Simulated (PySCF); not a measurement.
Compound: fluorine oxoborane, BFO.
SMILES: `O=BF`

Method: PBE0-D3(BJ)/def2-TZVP geometry optimisation, gas phase (PySCF).

Take the most abundant isotopes and a rigid rotor. 

Question: What are the moment of inertia and the rotational constant?

Answer: I = 53.919 u·Å², B = 505379 MHz·u·Å²/I = 9373 MHz (0.3126 cm⁻¹, or 0.450 K as hB/k).

Question: List the first levels of a rigid rotor in a Σ state.

Answer: E(J) = BJ(J+1): J = 1: 0.625, J = 2: 1.876, J = 3: 3.752, J = 4: 6.253, J = 5: 9.379, J = 6: 13.131 cm⁻¹.

Question: Where do the first rotational lines fall?

Answer: The dipole is 2.15 D; J+1 ← J lies at 2B(J+1): 1 ← 0 at 18.75 GHz, 2 ← 1 at 37.49 GHz, 3 ← 2 at 56.24 GHz, 4 ← 3 at 74.98 GHz, 5 ← 4 at 93.73 GHz, 6 ← 5 at 112.48 GHz.

Question: Estimate the classical rotational partition function at 25 K, 50 K and 100 K.

Answer: Point group C∞v, symmetry number σ = 1; q = kT/(σhB), k/h = 20836.6 MHz/K: 55.6 at 25 K, 111 at 50 K, 222 at 100 K.

PBE0-D3(BJ)/def2-TZVP frequencies: not computed here. Zero-point vibration and centrifugal distortion are left out.

On Arm Neoverse V1, one thread, on a shared host, this took 6.0 s wall and 0.35 GiB of memory at its peak. This is the geometry optimisation.
